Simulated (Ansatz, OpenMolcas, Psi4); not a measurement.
## Predicting a hybrid from its neighbours: CF+

CF+: 2 atoms, total charge +1, spin state singlet. SMILES: `[C+]F`. Geometry: relaxed at PBE0-D4/def2-TZVP.

The HOMO–LUMO gap y, in eV, basis aug-cc-pVTZ; a is the functional's share of exact exchange. Programs: Ansatz 0.2.0, OpenMolcas 26.06, Psi4 1.11.

```
functional     program     a  y (eV)
    r2SCAN      Ansatz     0    7.01
      TPSS  OpenMolcas     0    6.70
     TPSSh        Psi4   0.1    7.96
     B3LYP      Ansatz   0.2    8.81
   r2SCAN0      Ansatz  0.25       ?
      PBE0      Ansatz  0.25    9.46
     BHLYP      Ansatz   0.5   12.70
```

Question: Fit y = c + s·a to the known rows and predict r2SCAN0.

Answer: 
1. Means of the 6 rows: a = 0.1750, y = 8.773.
2. Σ(Δa)² = 0.17875, Σ(Δa·Δy) = 2.061, so the slope is 2.061/0.17875 = 11.53.
3. Intercept: 8.773 − (11.53) × 0.1750 = 6.755. The largest residual of the fit is 0.25.
4. r2SCAN0: 6.755 + (11.53) × 0.25 = 9.64 eV.

The run gave 9.98 eV, so the prediction is off by -0.34 eV, more than the largest residual. Exact exchange lowers occupied levels and raises empty ones. The rows mix families of semi-local functionals, which the line can't see.
